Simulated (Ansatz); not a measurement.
The input, for Ansatz 0.2.0:

```yaml
crystal:
  periodic: [false, false, false]
  atoms:
    - {symbol: Al, position_ang: [0.000487, 0.005213, 0.659235]}
    - {symbol: O, position_ang: [-0.000346, -0.010930, -1.098452]}
    - {symbol: H, position_ang: [0.047618, -1.573718, -0.120363]}
    - {symbol: H, position_ang: [-0.055159, 1.607664, -0.090561]}
basis:
  gaussian: {orbitals: STO-3G}
magnetization: {spin_polarized: true, initial_magnetization: 3}
hamiltonian: {xc: hf}
scf: {lower_state_search: full}
output: {forces: true, orbitals: {seedname: orbitals}}
```

```sh
$ ansatz run in.yaml --threads 1 --pin off --events-out ev --progress --plain --max-ram 2393MiB
```

The program prints:

```
193 factors; integrals over basis functions are off by at most 2.2e-5 eV
mean field evaluation 1: about -8536.2470 eV, gradient 1.3e1 eV
mean field evaluation 2: about -8536.3248 eV, gradient 1.3e1 eV
mean field evaluation 4: about -8538.4340 eV, gradient 2.0e0 eV
mean field evaluation 8: about -8538.5310 eV, gradient 1.7e-2 eV
mean field evaluation 16: about -8538.3393 eV, gradient 9.3e-1 eV
mean field evaluation 32: about -8538.3557 eV, gradient 4.7e-1 eV
mean field evaluation 64: about -8538.3590 eV, gradient 2.0e0 eV
mean field evaluation 96: about -8538.1234 eV, gradient 6.5e-2 eV
mean field evaluation 128: about -8538.1926 eV, gradient 1.2e-2 eV
mean field evaluation 160: about -8538.1237 eV, gradient 2.7e-2 eV
mean field evaluation 192: about -8504.0470 eV, gradient 6.0e1 eV
mean field -8538.53103911 eV, -313.7852280630 hartree, gradient 1.9e-5 eV, S^2 3.822844; 8 other end points of the search recorded, 0 dependent functions left out
the calculation of the forces begins
reference -8538.53103911 eV, -313.7852280630 hartree; 13, 10 occupied and 3, 6 virtual orbitals, 193 factors
Total energy: -8538.53103911 eV, -313.7852280630 hartree
Atom 0 at     0.000487     0.005213     0.659235 Å, force    -0.001453     0.153491     0.713245 eV/Å
Atom 1 at    -0.000346    -0.010930    -1.098452 Å, force     0.001755     0.223791    -3.564761 eV/Å
Atom 2 at     0.047618    -1.573718    -0.120363 Å, force    -0.026770     0.621208     1.494930 eV/Å
Atom 3 at    -0.055159     1.607664    -0.090561 Å, force     0.026468    -0.998490     1.356586 eV/Å
Dipole moment:     0.002599    -0.009136     0.394038 e Å
```

Forces (eV/Å):
```
Al  -0.001  0.153  0.713
O    0.002  0.224 -3.565
H   -0.027  0.621  1.495
H    0.026 -0.998  1.357
```

Ran on 1 thread of Arm Neoverse V2, shared host: 0.21 s wall, 0.06 GiB peak host memory.
